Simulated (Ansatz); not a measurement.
Density of states of BaTiO3 (P4mm, a = 3.972 Å, b = 3.972 Å, c = 4.113 Å, α = 90.00°, β = 90.00°, γ = 90.00°), in states per eV and primitive cell, averaged over bins of 0.5 eV. All numbers below come from DFT r2SCAN, scalar-relativistic, plane waves, PAW (Ansatz 0.2.0).

Plane waves to 500 eV, a k mesh through Γ of 8×8×8 on the computed 5-atom cell and Gaussian smearing (0.02 eV); no spin polarisation.

The cell is relaxed at this level. The states (both spins) are summed by tetrahedra on a 12×12×12 mesh at the self-consistent density. Energies are bin centres; the table starts no lower than −8 eV and ends at 6 eV, or lower where the solved bands end.

The gap is 2.23 eV at this level, with the zero inside it.

| E − E_F (eV) | total | O 2p | Ti 3d | Ba 5p | O 2s |
| --- | --- | --- | --- | --- | --- |
| -5.50 | 1.75 | 1.28 | 0.24 | 0.00 | 0.01 |
| -5.00 | 3.41 | 2.39 | 0.77 | 0.02 | 0.02 |
| -4.50 | 3.80 | 2.79 | 0.76 | 0.05 | 0.03 |
| -4.00 | 6.03 | 4.84 | 0.76 | 0.14 | 0.03 |
| -3.50 | 5.76 | 4.44 | 0.88 | 0.28 | 0.01 |
| -3.00 | 2.61 | 2.23 | 0.23 | 0.03 | 0.02 |
| -2.50 | 4.04 | 3.68 | 0.14 | 0.06 | 0.02 |
| -2.00 | 6.25 | 5.79 | 0.17 | 0.11 | 0.02 |
| -1.50 | 2.19 | 2.11 | 0.02 | 0.02 | 0.00 |
| -1.00 | 0.15 | 0.15 | 0.00 | 0.00 | 0.00 |
| -0.50 | 0.00 | 0.00 | 0.00 | 0.00 | 0.00 |
| 0.00 | 0.00 | 0.00 | 0.00 | 0.00 | 0.00 |
| 0.50 | 0.00 | 0.00 | 0.00 | 0.00 | 0.00 |
| 1.00 | 0.03 | 0.00 | 0.03 | 0.00 | 0.00 |
| 1.50 | 0.81 | 0.07 | 0.72 | 0.00 | 0.00 |
| 2.00 | 2.23 | 0.28 | 1.88 | 0.00 | 0.01 |
| 2.50 | 3.95 | 0.68 | 3.11 | 0.00 | 0.02 |
| 3.00 | 4.63 | 0.90 | 3.48 | 0.00 | 0.01 |
| 3.50 | 0.94 | 0.13 | 0.72 | 0.00 | 0.06 |
| 4.00 | 1.57 | 0.19 | 1.17 | 0.00 | 0.14 |
| 4.50 | 1.25 | 0.20 | 0.82 | 0.00 | 0.09 |
| 5.00 | 1.40 | 0.24 | 0.74 | 0.00 | 0.07 |
| 5.50 | 1.81 | 0.34 | 0.82 | 0.00 | 0.07 |

The columns after the total are the main Löwdin projections on the occupied valence shells of the potentials; 5 others are left out. The rest of the total lies in those, in shells that are empty in the free atom, which aren't projected, and between the atoms.

Spin-orbit coupling is left out, which matters for the bands of heavy elements.

A ferromagnetic start lost its moments in a first run, so spin was left out; other magnetic orders weren't tried.